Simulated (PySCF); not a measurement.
HN, SMILES [NH], multiplicity 3. Atoms are numbered in the order given.

```xyz
2

N      0.0000     0.0000    -0.1299
H      0.0000     0.0000     0.9093
```
Charge 0, spin multiplicity 3.

The structure is a stationary point at PBE0-D3(BJ)/def2-TZVPD.

The numbers are results of PBE/def2-TZVPD run with PySCF, not measurements.

Isolated molecule, no solvent.

The total energy comes out as -55.17242 hartree, the point group is C∞v and the α spin, highest occupied and lowest empty level is -7.89 and -0.05 eV. The β spin, highest occupied and lowest empty level is -8.62 and -4.26 eV, the dipole moment comes out as 1.47 D and the mean static polarisability comes out as 10.3 bohr³ (1.53 Å³). The polarisability, principal values is 9.3, 9.3, 12.3 bohr³. The ⟨S²⟩ is 2.005 (pure state 2.00).
